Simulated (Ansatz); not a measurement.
The cluster Al₂H₄⁻. Total charge -1; doublet. Geometry r2SCAN-D4/def2-TZVPD, basis def2-TZVPD, Ansatz.

```xyz
6

Al    0.935   -0.029    0.821
Al   -0.936    0.029   -0.821
H    -2.479    0.402   -0.460
H     0.794    0.296    2.409
H     2.478   -0.401    0.459
H    -0.793   -0.297   -2.409
```

```
run  HOMO (eV)  LUMO (eV)
  A      -0.30       3.06
  B      -1.90       4.32
  C       0.05       2.36
  D       0.73       1.75
  E       0.48       1.99
  F       0.70       1.64
```

LC-ωPBE has ω = 0.4 bohr⁻¹. The structure comes from a short search, and lower isomers may exist.

HOMO and LUMO are taken over both spins.

Task: The runs used BHLYP, LC-ωPBE, PBE, PBE0, r2SCAN, revPBE. Estimate which is which.

Result: A BHLYP (50 % exact exchange); B LC-ωPBE (range-separated); C PBE0 (25 % exact exchange); D revPBE (0 % exact exchange); E r2SCAN (0 % exact exchange); F PBE (0 % exact exchange). Exact exchange lowers occupied and raises empty levels; among semilocal functionals meta-GGAs tend to open the gap a little, and such runs are hard to tell apart. The gap grows from 0.93 eV (PBE) to 6.22 eV (LC-ωPBE). At PBE0-D4/def2-TZVPD, revPBE-D4/def2-TZVPD, r2SCAN-D4/def2-TZVPD, PBE-D4/def2-TZVPD the highest occupied level of the charge -1 doublet lies above zero (up to 0.73 eV). By energy differences its removal costs 1.40 eV (vertical, to the charge 0 singlet, at CCSD(T)/def2-TZVPPD).
